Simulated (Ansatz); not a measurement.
BiSeBr (Pnma, No. 62; cell taken from a computed entry), treated with LDA in Ansatz (PAW).

Run with plane-wave cutoff 520 eV, 4×8×4 k mesh (along the axes of the cell as run), Fermi–Dirac smearing 0.01 eV, scalar-relativistic PAW data made under PBE.

Cell (relaxed with PBEsol):

```cif
data_Bi4Br4Se4
_chemical_formula_sum 'Bi4 Se4 Br4'
_space_group_name_H-M_alt 'P 1'
_space_group_IT_number 1
_cell_length_a 8.02198
_cell_length_b 4.06815
_cell_length_c 10.86719
_cell_angle_alpha 90.000
_cell_angle_beta 90.000
_cell_angle_gamma 90.000
loop_
_space_group_symop_operation_xyz
  'x, y, z'
loop_
_atom_site_label
_atom_site_type_symbol
_atom_site_fract_x
_atom_site_fract_y
_atom_site_fract_z
_atom_site_occupancy
Bi1 Bi 0.86907 0.25000 0.13045 1
Bi2 Bi 0.13093 0.75000 0.86955 1
Bi3 Bi 0.63093 0.75000 0.63045 1
Bi4 Bi 0.36907 0.25000 0.36955 1
Se1 Se 0.30919 0.75000 0.54477 1
Se2 Se 0.69081 0.25000 0.45523 1
Se3 Se 0.19081 0.25000 0.04477 1
Se4 Se 0.80919 0.75000 0.95523 1
Br1 Br 0.03184 0.75000 0.30177 1
Br2 Br 0.96816 0.25000 0.69823 1
Br3 Br 0.46816 0.25000 0.80177 1
Br4 Br 0.53184 0.75000 0.19823 1
```

Predict the band gap, smallest direct gap on the k points sampled and Γ–Γ gap.


- band gap: 1.45 eV
- smallest direct gap on the k points sampled: 1.49 eV
- Γ–Γ gap: 1.72 eV

Measured, for comparison: band gap 1.5 eV (temperature not stated, the source names no phase, no zero-point or thermal correction, literature value quoted in the introduction; as tabulated in Shi et al. (2016), doi:10.1103/physrevb.93.104108).

Note: cell and atoms aren't relaxed at this level (largest force component 0.08 eV/Å, pressure -1.5 GPa); this cell isn't known to be the ambient phase, and symmetry holds it in the calculation.

Spin–orbit coupling is not included; with these elements it can move the gap by several tenths of an eV or more.

Static lattice: no zero-point or thermal effects.

It cost around 11 core-minutes (rough) of CPU time.

Ansatz is an electronic-structure program.
